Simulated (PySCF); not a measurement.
**Reproducing measurements on CH2S**

**What was measured.**

From NIST CCCBDB Release 22 (SRD 101), experimental dipoles, for the gas: dipole moment 1.647 ± 0.0014 D.

The results are set against them at the end.

Compound: CH₂S.
Numbering: `[CH2:1]=[S:2]` (hydrogens: H3, H4 on C1)

Structure used (GFN2-xTB), in Å, numbered top down from 1:
```xyz
4
CH2S angstrom
C     -0.1149    0.0053    0.0029
S      1.4839   -0.0522    0.1348
H     -0.6121    0.8191   -0.5087
H     -0.7466   -0.7675    0.4212
```

The PySCF runs (gas phase, on this GFN2-xTB geometry; no spin–orbit coupling):

```json
{"level": "PBE0/pcSseg-1", "job": "shieldings, charges and field gradients", "basis functions": "51", "wall time": "2.3 s"}
```

Hardware: an Arm Neoverse V1 with one thread, no GPU (shared host).

Results beside the measurements:

**Dipole moment.** Measured: 1.647 D (NIST CCCBDB Release 22 (SRD 101), experimental dipoles).

| level | computed (D) | computed − measured (D) | % (from the printed values) |
| --- | --- | --- | --- |
| PBE0/pcSseg-1 | 1.809 | +0.162 | +10 |

The computed dipoles belong to one fixed geometry; measured ones are averaged over vibrations unless marked μe. Magnitudes are compared, not signs.

No measured geometry was used, and the causes of the misses weren't examined.
